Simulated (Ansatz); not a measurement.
Computed with Ansatz on PBE0-D4/def2-TZVP structures; ΔE is electronic, products minus reactants. CBS: MP2 limit from def2 TZ/QZ plus the TZ coupled-cluster correction, frozen cores. DFT in def2-TZVPP. B3LYP here is the variant with VWN-RPA as its local correlation; programs differ in this. One conformer a species, not always the lowest.

Consider the substitution at a C–C bond: `OC(F)CF` + `O=CCO` → `O=CCOCF` + `OCF`.

Question: Is it downhill or uphill in electronic energy at CCSD(T)/CBS, and by how much? (Estimate.)

Answer: Ansatz gave: Uphill: ΔE = +8.6 kcal/mol.

Question: What do these levels give: PBE-D4, B3LYP-D4, ωB97X-V, PBE, SCS-MP2/def2-QZVPP, CCSD/CBS(def2)? (An estimate is asked.)

Answer: Computed: PBE-D4 8.3, B3LYP-D4 7.1, ωB97X-V 7.8, PBE 8.5, SCS-MP2/def2-QZVPP 7.6, CCSD/CBS(def2) 8.5 kcal/mol.

Largest T1 diagnostic among the species: 0.014.

In def2-TZVPP, CCSD(T) changes the Hartree–Fock value by +1.9 kcal/mol (the triples alone add +0.1 kcal/mol) and MP2 by +2.3 kcal/mol.
